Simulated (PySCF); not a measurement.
Compound: H2O (charge +1 and doublet state).
Cartesian coordinates in Å at the GFN2-xTB level; atoms count from 1:
```xyz
3
H2O angstrom
O      0.012    0.331   -0.003
H     -0.874   -0.145   -0.012
H      0.873   -0.188    0.003
```

The species is `[OH2+]` [radical] (charge +1).

Computed, not measured: UKS B3LYP, pcH-1 on H O, non-relativistic, mean-field spin-orbit, GIAO in PySCF. Geometry: GFN2-xTB; no solvent, vibrations or thermal averaging. The geometry wasn't refined by DFT: couplings that depend on bond lengths, twists or pyramidal angles can differ widely from those at the functional's own minimum, by a factor of two or more for some ions and for spin on atoms past the first row.

Question: What is the g tensor, term by term?

Answer: 
```json
{"Δg (ppt)": "relativistic mass correction", "1": "-0.31", "2": "-0.31", "3": "-0.31"}
{"Δg (ppt)": "gauge correction", "1": "0.00", "2": "0.08", "3": "0.07"}
{"Δg (ppt)": "orbital Zeeman/spin–orbit", "1": "0.02", "2": "3.76", "3": "17.31"}
{"Δg (ppt)": "total", "1": "-0.29", "2": "3.52", "3": "17.07"}
```

So g = 2.00203, 2.00584, 2.01939 and g_iso = 2.00908; the tensor is rhombic: the two nearest values differ by 22 % of g3 − g1. Axes: g1 is normal to the molecular plane.

Question: Average each term over the three axes. Which is largest in size?

Answer: The orbital-Zeeman/spin–orbit term 7.03, the mass correction -0.31 and the gauge correction 0.05 ppt, for a total of 6.77 ppt. The orbital-Zeeman/spin–orbit term is the largest in size. The mass correction is the same along every axis, so the anisotropy comes from the other two: their spans along these axes are 0.08 (gauge) and 17.29 ppt (orbital Zeeman/spin–orbit).

Question: What are the electron Larmor frequencies g μB B/h along the three axes at 330 mT?

Answer: 9.2469, 9.2645, 9.3271 GHz for g1, g2 and g3, a range of 80.2 MHz.

Question: In a frozen sample, at which fields do the three g values resonate at 9.5, 34, 94 and 263 GHz (hyperfine left aside), and which band first spreads them over more than twice a line width of 0.3 mT?

Answer: 
```json
{"band": "X", "GHz": "9.5", "B(g3) mT": "336.12", "B(g2) mT": "338.39", "B(g1) mT": "339.03", "spread mT": "2.91"}
{"band": "Q", "GHz": "34.0", "B(g3) mT": "1202.95", "B(g2) mT": "1211.07", "B(g1) mT": "1213.38", "spread mT": "10.43"}
{"band": "W", "GHz": "94.0", "B(g3) mT": "3325.81", "B(g2) mT": "3348.26", "B(g1) mT": "3354.64", "spread mT": "28.84"}
{"band": "J", "GHz": "263.0", "B(g3) mT": "9305.18", "B(g2) mT": "9368.01", "B(g1) mT": "9385.87", "spread mT": "80.69"}
```

The spread grows in proportion to the frequency. X band is the first where it exceeds 0.6 mT.

The largest Mulliken spin population is on O1 (+1.05).

The HOMO–LUMO gaps are 14.47 eV among the α and 5.46 eV among the β orbitals.
